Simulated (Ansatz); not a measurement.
# H3NO (hydroxylamine): levels of theory compared

Aim: a comparison of 6 runs (HF/STO-3G, UPBE0/STO-3G, r2SCAN/STO-3G, r2SCAN0/STO-3G, BCCD(T)/STO-3G, FCI/STO-3G) of H3NO (hydroxylamine). 

The calculation is run with Ansatz 0.2.0.

51 further runs of the same task are left out: 1 that didn't finish, 50 set aside as unsound or not needed.

### Step 1. The molecule

H3NO: 5 atoms, total charge 0, spin state singlet. As SMILES, `NO`. The H4–N1 distance was set to 2.039 Å, away from the relaxed value. At this shape a bond of the SMILES string is far longer than usual.

Bond lengths: N1–O2 1.432 Å, N1–H3 1.020 Å, O2–H5 0.966 Å. Angles: N1–O2–H5 105.0°, O2–N1–H3 105.6°.

### Step 2. A single-point energy at HF/STO-3G (run 1)

Contents of job.yaml:

```yaml
basis:
  gaussian: {orbitals: STO-3G}
crystal:
  periodic: [false, false, false]
  atoms:
    - symbol: "N"
      position_ang: [0.798855, -0.618566, -0.171222]
    - symbol: O
      position_ang: [1.349495, 0.422124, 0.643458]
    - symbol: H
      position_ang: [0.815995, -1.458266, 0.406958]
    - symbol: H
      position_ang: [-1.156690, -0.114310, -0.454620]
    - symbol: H
      position_ang: [2.103405, 0.760504, 0.142228]
hamiltonian: {xc: hf}
accuracy: high
```

On the command line:

```sh
$ ansatz run job.yaml --threads 1 --pin off --max-ram 2610MiB --events-out events.jsonl --progress --plain --runs-dir runs
```

Standard output:

```text
Warning: RAYON_NUM_THREADS=1 ignored (pool sized by the plan → 1); use --threads N
Functional definition: HF
  name "HF"
  exchange = exact_x
  correlation = 0
208 factors; integrals over basis functions are off by at most 2.3e-8 eV
mean field evaluation 1: about -3509.4311 eV, gradient 1.3e1 eV
mean field evaluation 2: about -3509.5376 eV, gradient 1.3e1 eV
mean field evaluation 4: about -3510.3167 eV, gradient 2.0e0 eV
mean field evaluation 8: about -3510.3639 eV, gradient 5.3e-2 eV
mean field -3510.36273133 eV, -129.0034509670 hartree, gradient 1.7e-8 eV, S^2 0.000000; 0 other end points of the search recorded, 0 dependent functions left out
reference -3510.36273133 eV, -129.0034509670 hartree; 9, 9 occupied and 4, 4 virtual orbitals, 208 factors
Total energy: -3510.36273133 eV, -129.0034509670 hartree
```

Wall time 0.08 s (1 thread of Arm Neoverse V1, shared host).

### Step 3. The energy at UPBE0/STO-3G (run 2)

Contents of job.yaml:

```yaml
crystal:
  periodic: [false, false, false]
  atoms:
    - {symbol: "N", position_ang: [0.798855, -0.618566, -0.171222]}
    - {symbol: O, position_ang: [1.349495, 0.422124, 0.643458]}
    - {symbol: H, position_ang: [0.815995, -1.458266, 0.406958]}
    - {symbol: H, position_ang: [-1.156690, -0.114310, -0.454620]}
    - {symbol: H, position_ang: [2.103405, 0.760504, 0.142228]}
basis:
  gaussian:
    orbitals: STO-3G
magnetization:
  spin_polarized: true
  initial_magnetization: 0
hamiltonian:
  xc: {name: PBE0}
accuracy: high
```

On the command line:

```sh
$ ansatz run job.yaml --threads 1 --pin off --max-ram 2610MiB --events-out events.jsonl --progress --plain --runs-dir runs
```

Standard output:

```text
Warning: RAYON_NUM_THREADS=1 ignored (pool sized by the plan → 1); use --threads N
Functional definition: PBE0
  name "PBE0"
  parameter a = 0.25
  parameter kappa = 0.804
  parameter beta = 0.06672455060314922
  exchange = (1 - a)*pbe_x(kappa = kappa, mu = beta*pi^2/3) + a*exact_x
  correlation = pbe_c(beta = beta)
208 factors; integrals over basis functions are off by at most 2.3e-8 eV
mean field evaluation 1: about -3526.4613 eV, gradient 6.2e0 eV
mean field evaluation 2: about -3525.0624 eV, gradient 1.3e1 eV
mean field evaluation 4: about -3526.8643 eV, gradient 7.3e-1 eV
mean field evaluation 8: about -3526.8513 eV, gradient 1.1e-2 eV
mean field evaluation 16: about -3526.8513 eV, gradient 2.8e-7 eV
mean field evaluation 32: about -3527.5578 eV, gradient 2.2e0 eV
mean field -3527.63629591 eV, -129.6382427569 hartree, gradient 9.9e-8 eV, S^2 0.785787; 3 other end points of the search recorded, 0 dependent functions left out
reference -3527.63629734 eV, -129.6382428095 hartree; 9, 9 occupied and 4, 4 virtual orbitals, 208 factors
Total energy: -3527.63629734 eV, -129.6382428095 hartree
```

Run time: 2.7 s. Hardware: 1 thread of Arm Neoverse V1, shared host; peak memory 0.11 GiB.

### Step 4. A single-point energy at r2SCAN/STO-3G (run 3)

Contents of run.yaml:

```yaml
crystal:
  periodic: [false, false, false]
  atoms:
    - {symbol: "N", position_ang: [0.798855, -0.618566, -0.171222]}
    - {symbol: O, position_ang: [1.349495, 0.422124, 0.643458]}
    - {symbol: H, position_ang: [0.815995, -1.458266, 0.406958]}
    - {symbol: H, position_ang: [-1.156690, -0.114310, -0.454620]}
    - {symbol: H, position_ang: [2.103405, 0.760504, 0.142228]}
basis:
  gaussian:
    orbitals: STO-3G
hamiltonian:
  xc: r2scan
accuracy: high
```

On the command line:

```sh
$ ansatz run run.yaml --threads 1 --pin off --max-ram 2610MiB --events-out events.jsonl --progress --plain --runs-dir runs
```

Standard output:

```text
Warning: RAYON_NUM_THREADS=1 ignored (pool sized by the plan → 1); use --threads N
Functional definition: r2SCAN
  name "r2SCAN"
  parameter k0 = 0.174
  parameter k1 = 0.065
  parameter a1 = 4.9479
  exchange = r2scan_x(k0 = k0, k1 = k1, a1 = a1)
  correlation = r2scan_c
208 factors; integrals over basis functions are off by at most 2.3e-8 eV
mean field evaluation 1: about -3528.6974 eV, gradient 1.1e1 eV
mean field evaluation 2: about -3522.5415 eV, gradient 2.6e1 eV
mean field evaluation 4: about -3528.2400 eV, gradient 1.4e1 eV
mean field evaluation 8: about -3528.7479 eV, gradient 1.2e1 eV
mean field evaluation 16: about -3529.2941 eV, gradient 1.9e-8 eV
mean field -3529.29407418 eV, -129.6991649846 hartree, gradient 1.9e-8 eV, S^2 0.000000; 0 other end points of the search recorded, 0 dependent functions left out
reference -3529.29407456 eV, -129.6991649987 hartree; 9, 9 occupied and 4, 4 virtual orbitals, 208 factors
Total energy: -3529.29407456 eV, -129.6991649987 hartree
```

Run time: 1.8 s. Hardware: 1 thread of Arm Neoverse V1, shared host; peak memory 0.12 GiB.

Runs 4 to 5 aren't shown in full; the table further down has their settings and results.

### Step 5. The energy at FCI/STO-3G (run 6)

Contents of in.yaml:

```yaml
crystal:
  periodic: [false, false, false]
  atoms:
    - {symbol: N, position_ang: [0.798855, -0.618566, -0.171222]}
    - {symbol: O, position_ang: [1.349495, 0.422124, 0.643458]}
    - {symbol: H, position_ang: [0.815995, -1.458266, 0.406958]}
    - {symbol: H, position_ang: [-1.156690, -0.114310, -0.454620]}
    - {symbol: H, position_ang: [2.103405, 0.760504, 0.142228]}
basis:
  gaussian: {orbitals: STO-3G}
correlation: {method: fci, frozen_orbitals: {H: 0, "N": 1, O: 1}}
accuracy: high
```

On the command line:

```sh
$ ansatz run in.yaml --threads 1 --pin off --max-ram 2610MiB --events-out events.jsonl --progress --plain --runs-dir runs
```

Standard output, cut to the lines that bear on the results:

```text
Warning: RAYON_NUM_THREADS=1 ignored (pool sized by the plan → 1); use --threads N
Functional definition: HF
  name "HF"
[...]
208 factors; integrals over basis functions are off by at most 2.3e-8 eV
[...]
mean field -3510.36273133 eV, -129.0034509670 hartree, gradient 1.7e-8 eV, S^2 0.000000; 0 other end points of the search recorded, 0 dependent functions left out; unrestricted orbitals would lower it
[...]
unrestricted determinant -3513.77113850 eV, -129.1287076204 hartree, S^2 0.9403
2 core orbitals not correlated: weight in the atoms' cores, before any rotation towards them, 1.000 or more for the frozen orbitals, at most 0.000 for the correlated occupied ones
reference -3510.36273133 eV, -129.0034509670 hartree; 7, 7 occupied and 4, 4 virtual orbitals, 208 factors
state -3516.86863815 eV, -129.2425386329 hartree
Total energy: -3516.86863815 eV, -129.2425386329 hartree
```

Wall time 0.63 s (1 thread of Arm Neoverse V1, shared host).

### Step 6. The series

```csv
run,level,frozen core orbitals,energy (Eh),wall time
1,HF/STO-3G,–,-129.003451,0.08 s
2,UPBE0/STO-3G,–,-129.638243,2.7 s
3,r2SCAN/STO-3G,–,-129.699165,1.8 s
4,r2SCAN0/STO-3G,–,-129.665876,1.6 s
5,BCCD(T)/STO-3G,2,-129.241430,0.16 s
6,FCI/STO-3G,2,-129.242539,0.63 s
```

### Step 7. Outcome

| quantity | value |
| --- | --- |
| run 6: total energy | -129.24254 Eh |
| run 6: correlation energy (2 core orbitals frozen) | -239.1 mEh |

What this shows: Against full CI in this basis: HF +239.1 mEh; BCCD(T) +1.1 mEh. Totals of different functionals can't be ranked against each other. In run 5 the log says that unrestricted orbitals would lower the reference, so the values rest on an unstable closed-shell determinant (other closed-shell runs at this shape may share the fault). In runs 1, 2, 3, 4, 5, 6 the basis is minimal, so the values are rough. In runs 1, 3, 4 a closed-shell determinant meets a far-stretched bond, which it describes badly. Spin contamination of the reference: run 2 ⟨S²⟩ = 0.79. Where it is this large, the reference is a mixture of spin states, and values that rest on it are in doubt. All runs together took 7 s, the longest 2.7 s.
